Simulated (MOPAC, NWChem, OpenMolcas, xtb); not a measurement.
## BNH4S (SMILES NBS): the dipole moment, rung by rung

BNH4S has 7 atoms, charge 0, and is taken as a singlet. SMILES: `NBS`. The shape is that of a PBE0-D4/def2-TZVP optimisation. This is one conformer, not always the lowest.

```jsonl
{"atom": "N", "x (Å)": "-0.9192", "y (Å)": "0.3932", "z (Å)": "-0.6121"}
{"atom": "B", "x (Å)": "0.1570", "y (Å)": "0.1443", "z (Å)": "0.2341"}
{"atom": "S", "x (Å)": "1.0888", "y (Å)": "-1.4076", "z (Å)": "0.0860"}
{"atom": "H", "x (Å)": "-1.2356", "y (Å)": "-0.2403", "z (Å)": "-1.3265"}
{"atom": "H", "x (Å)": "-1.4544", "y (Å)": "1.2412", "z (Å)": "-0.5556"}
{"atom": "H", "x (Å)": "0.4661", "y (Å)": "0.9522", "z (Å)": "1.0566"}
{"atom": "H", "x (Å)": "1.9586", "y (Å)": "-1.1510", "z (Å)": "1.0718"}
```

Quantity: the dipole moment, in D. The values are calculated.

```
                            level            kind     program  value (D)   CPU time
                              PM3  semi-empirical       MOPAC       2.39  under 2 s
                              PM6  semi-empirical       MOPAC       2.39  under 2 s
                              PM7  semi-empirical       MOPAC       2.44  under 2 s
                         GFN1-xTB  semi-empirical         xtb       1.70  under 2 s
                        HF/STO-3G    Hartree–Fock  OpenMolcas       1.38      1.9 s
                         HF/3-21G    Hartree–Fock  OpenMolcas       2.49      2.2 s
                      HF/def2-SVP    Hartree–Fock  OpenMolcas       1.80        4 s
                       HF/cc-pVTZ    Hartree–Fock  OpenMolcas       1.75       47 s
                       BLYP/3-21G             GGA  OpenMolcas       2.29       11 s
BP86/6-31G* (spherical functions)             GGA      NWChem       1.95      7.6 s
```

The values span 1.38 to 2.49 D. Sets without polarisation functions give poor dipoles. Without the sets that lack polarisation functions the rows with a basis span only 1.75 to 1.95 D. Times are those of the runs behind each value, whatever else they computed, on shared processors of several kinds: orders of magnitude only.
